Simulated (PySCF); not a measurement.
# Solver options tried on BCl

Do solver options change the result for BCl, or only the number of cycles?

The runs use PySCF 2.14.0; method and basis as typed in the scripts.

2 further runs of the same task are left out: 2 that didn't finish.

### 1 The starting structure

BCl: 2 atoms, charge 0, spin multiplicity 1.

Bond lengths: B1–Cl2 1.687 Å.

### 2 The run that the others are compared with

File input.py:

```python
from pyscf import gto, scf, cc

mol = gto.M(
    atom='B 0 0 0; Cl 0 0 1.687',
    basis='lanl2dz',
    ecp={'Cl': 'lanl2dz'},
    charge=0,
    spin=0,
    verbose=4,
)
mf = scf.RHF(mol)
mf.kernel()
mycc = cc.CCSD(mf, frozen=1)
mycc.kernel()
mycc.ccsd_t()
mf.dip_moment()
print('orbital energies (hartree):', mf.mo_energy[..., max(0, mol.nelec[1]-3):mol.nelec[0]+3].round(4))
```

The run is started by

```bash
$ OMP_NUM_THREADS=1 python input.py
```

The log of this run is left out.

In short: E(SCF) = -39.307588 Eh, 8 cycles, E(CCSD) − E(SCF) = -0.09596 Eh, (T) = -0.00317 Eh, μ = 0.83 D (of the SCF density).

The bond length is a typed value, not an optimised one.

### 3 Damping 0.95

Run 1 changes damping: none → 0.95.

File input.py:

```python
from pyscf import gto, scf, cc

mol = gto.M(
    atom='B 0 0 0; Cl 0 0 1.687',
    basis='lanl2dz',
    ecp={'Cl': 'lanl2dz'},
    charge=0,
    spin=0,
    verbose=4,
)
mf = scf.RHF(mol)
mf.damp = 0.95
mf.diis_start_cycle = 8
mf.kernel()
mycc = cc.CCSD(mf, frozen=1)
mycc.kernel()
mycc.ccsd_t()
mf.dip_moment()
print('orbital energies (hartree):', mf.mo_energy[..., max(0, mol.nelec[1]-3):mol.nelec[0]+3].round(4))
```

The run is started by

```bash
$ OMP_NUM_THREADS=1 python input.py
```

### 4 Second-order solver on

Run 2 changes second-order solver: off → on.

Changes to input.py since step 2:

```diff
@@ -11,2 +11,3 @@
 mf = scf.RHF(mol)
+mf = mf.newton()
 mf.kernel()
```

### 5 Initial guess chk

Run 3 changes initial guess: minao → chk.

Changes to input.py since step 2:

```diff
@@ -11,2 +11,3 @@
 mf = scf.RHF(mol)
+mf.init_guess = 'chk'
 mf.kernel()
```

### 6 DIIS space 4

Run 4 changes DIIS space: default → 4.

Changes to input.py since step 2:

```diff
@@ -11,2 +11,3 @@
 mf = scf.RHF(mol)
+mf.diis_space = 4
 mf.kernel()
```

### 7 Initial guess core

Run 5 changes initial guess: minao → core.

Changes to input.py since step 2:

```diff
@@ -11,2 +11,3 @@
 mf = scf.RHF(mol)
+mf.init_guess = 'core'
 mf.kernel()
```

### 8 Convergence threshold 1e-11 hartree

Run 6 changes convergence threshold: default → 1e-11 hartree.

Changes to input.py since step 2:

```diff
@@ -11,2 +11,3 @@
 mf = scf.RHF(mol)
+mf.conv_tol = 1e-11
 mf.kernel()
```

**Question.** What will these runs give? Wanted: for each run, E(SCF); from base; gap; SCF dipole; after the SCF.

**Answer**, as computed:

| run | E(SCF) (hartree) | from base (eV) | cycles | gap (eV) | SCF dipole (D) | after the SCF |
| --- | --- | --- | --- | --- | --- | --- |
| base | -39.307588 | 0 | 8 | 12.10 | 0.83 | CCSD(T) correlation -2.697 eV, core frozen |
| damping 0.95 | -39.307588 | 0.0000 | 14 | 12.10 | 0.83 | CCSD(T) correlation -2.697 eV, core frozen |
| second-order solver on | -39.307588 | 0.0000 | 4 macro | 12.10 | 0.83 | CCSD(T) correlation -2.697 eV, core frozen |
| initial guess chk | -39.307588 | 0.0000 | 8 | 12.10 | 0.83 | CCSD(T) correlation -2.697 eV, core frozen |
| DIIS space 4 | -39.307588 | 0.0000 | 9 | 12.10 | 0.83 | CCSD(T) correlation -2.697 eV, core frozen |
| initial guess core | -39.307588 | 0.0000 | 8 | 12.10 | 0.83 | CCSD(T) correlation -2.697 eV, core frozen |
| convergence threshold 1e-11 hartree | -39.307588 | 0.0000 | 9 | 12.10 | 0.83 | CCSD(T) correlation -2.697 eV, core frozen |

Distance from each run's final energy (log10 hartree) by cycle:

```csv
run,cycle 1,cycle 2,cycle 3,cycle 5,cycle 8,cycle 12
base,-0.7,-1.4,-2.7,-5.7,< -11,done
damping 0.95,-0.7,-0.8,-0.9,-1.2,-2.2,-7.4
second-order solver on,-1.6,-3.5,< -11,done,done,done
initial guess chk,-0.7,-1.4,-2.7,-5.7,< -11,done
DIIS space 4,-0.7,-1.4,-2.7,-5.7,< -11,done
initial guess core,-0.7,-1.4,-2.7,-5.7,< -11,done
convergence threshold 1e-11 hartree,-0.7,-1.4,-2.7,-5.7,< -11,done
```

In words: The SCF energy stays the same, to the digits that matter, with damping 0.95 or second-order solver on or initial guess chk or DIIS space 4 or initial guess core or convergence threshold 1e-11 hartree. PySCF falls back to minao for a guess that it doesn't know or can't read, so that run repeats the base. The base needs 8 cycles and the run with damping 0.95 needs 14.
